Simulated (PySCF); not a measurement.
## Structure from 2D NMR

Compound of formula C$_{5}$H$_{12}$O. Correlations simulated from computed shifts and the bond graph:

HSQC (one-bond C–H):
| δH | δC |
| --- | --- |
| 3.26 | 80.0 |
| 0.86 | 27.9 |

HMBC (two and three bonds, from the bond graph):
| δH | δC |
| --- | --- |
| 3.26 | 35.9, 27.9 |
| 0.86 | 80.0, 35.9, 27.9 |

Carbons without hydrogens: δ 35.9.

Computational details: structure optimised with PBE0-D3(BJ)/def2-TZVP, shielding tensors at PBE0/pcSseg-2 (GIAO), in PySCF (no solvent model, relativity neglected, one computed conformer, averaged over atoms made equivalent by symmetry, fast rotation or ring inversion).

Chemical shifts δ = σref − σ; ¹H, ¹³C against TMS, all at this level.

Exchangeable hydrogens are left out of these lists.

Which molecule is this?

Answers

SMILES CC(C)(C)CO.

Numbering as in the mapped SMILES `[CH3:1][C:2]([CH3:3])([CH3:4])[CH2:5][OH:6]` (H(Xn): hydrogen on atom n).

δC 80.0 is C5, an sp3 CH2 bonded to O (δH 3.26). δC 35.9 is C2, a quaternary sp3 carbon. δC 27.9 is C1/C3/C4, a methyl carbon (δH 0.86). HMBC from δH 3.26 reaches the proton-free carbon C2. HMBC from δH 0.86 reaches the proton-free carbon C2.

The shifts were computed for this structure.

OH and NH positions are those of a molecule without intermolecular hydrogen bonds; in solution they move with solvent, concentration and temperature, and exchange usually removes their couplings. Shifts are as computed. Against solution values, carbons near 30 ppm lie about +3 ppm off and those near 130 ppm about +9 ppm. Of 1211 compounds with measured shifts, 218 miss one by over three times the rms of a fit or turn the order of signals round; such compounds aren't used in these exercises.
